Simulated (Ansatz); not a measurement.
Reaction: CH2O (formaldehyde, SMILES O=C) → CHO (SMILES [CH]=O, doublet) + H (doublet) (the C-H bond breaks)
Each species at its own B3LYP-D3(BJ)/def2-TZVP minimum (Ansatz, an electronic-structure program).

Total energies in hartree (Ansatz). UHF or UKS for unpaired electrons; spin-orbit terms are left out. Correlated methods leave the cores frozen. No relativity. Where a partner has so few electrons that a lower coupled-cluster level is exact, that level stands in.

```tsv
species	HF/cc-pVTZ	CCSD(T)/cc-pVTZ	HF/cc-pVQZ	CCSD(T)/cc-pVQZ	CCSDT(Q)/cc-pVTZ
1: CH2O (SMILES C=O)	-113.91209	-114.33369	-113.92111	-114.36890	-114.33486
2: CHO (SMILES O=[CH], doublet)	-113.29288	-113.68392	-113.30180	-113.71777	-113.68539
3: H (doublet)	-0.49981	-0.49981	-0.49995	-0.49995	-0.49981
```

Problem. Work out the bond dissociation energy (electronic) in kJ/mol: take Hartree-Fock from cc-pVQZ, extrapolate the CCSD(T) correlation energy as X^-3 (X = 3, 4), and add CCSDT(Q) - CCSD(T) in cc-pVTZ. 1 hartree = 2625.5 kJ/mol.

Solution. 
Species 1: correlation (64·(-0.44779) - 27·(-0.42160))/37 = -0.46690; step -0.00117; E1 = -113.92111 + (-0.46690) + (-0.00117) = -114.38918
Species 2: correlation (64·(-0.41597) - 27·(-0.39104))/37 = -0.43416; step -0.00147; E2 = -113.30180 + (-0.43416) + (-0.00147) = -113.73743
Species 3: correlation (64·(0.00000) - 27·(0.00000))/37 = 0.00000; step +0.00000; E3 = -0.49995 + (0.00000) + (+0.00000) = -0.49995
-1·E1 +1·E2 +1·E3 = 0.15180 hartree = 398.6 kJ/mol.
